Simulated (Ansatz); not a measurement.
# A ladder of methods for SiH4O (silanol)

SiH4O: 6 atoms, total charge 0, spin state singlet. As SMILES, `O[SiH3]`. The shape is that of a PBE0-D4/def2-TZVP optimisation.

```xyz
6

O     0.6367   -1.0303    0.4190
Si   -0.0357    0.3465   -0.1870
H     0.0691   -1.6292    0.9047
H    -1.1283    0.0457   -1.1528
H     1.0605    1.0649   -0.8756
H    -0.6023    1.2024    0.8917
```

Each level gives the energy change with the Si2–H5 bond stretched from 1.481 to 2.961 Å (eV). The values are calculated.

```tsv
level	kind	program	value (eV)	less FCI/STO-3G	CPU time (all runs)
BLYP/STO-3G (restricted)	GGA	Ansatz	5.51	+0.72	1.9 s
HSE06/STO-3G (restricted)	range-separated hybrid	Ansatz	6.37	+1.58	2.3 s
wB97M-V/STO-3G (restricted)	range-separated hybrid	Ansatz	6.73	+1.94	29 s
wB97X/STO-3G (restricted)	range-separated hybrid	Ansatz	6.93	+2.14	7.9 s
BCCD(T)/STO-3G (restricted)	coupled cluster or CI	Ansatz	4.79	0.00	0.29 s
CCSDT(Q)/STO-3G (restricted)	coupled cluster or CI	Ansatz	4.79	0.00	0.45 s
CCSDT/STO-3G (restricted)	coupled cluster or CI	Ansatz	4.79	0.00	0.39 s
CCSDTQ/STO-3G (restricted)	coupled cluster or CI	Ansatz	4.79	0.00	6.2 s
FCI/STO-3G	exact in the basis	Ansatz	4.79	0.00	5.3 s
```

FCI/STO-3G is exact within its basis and frozen core, so for wave-function methods in that basis the difference is their error; functionals converge differently with the basis, so for them it is only a difference. The first shape isn't each level's own minimum. The values span 4.79 to 6.93 eV. All rows use very small basis sets, so none should be taken for the real molecule's value. In so small a basis fixed costs decide the times, and correlated methods can beat functionals. Times are those of the runs behind each value, whatever else they computed, on shared processors of several kinds: orders of magnitude only.
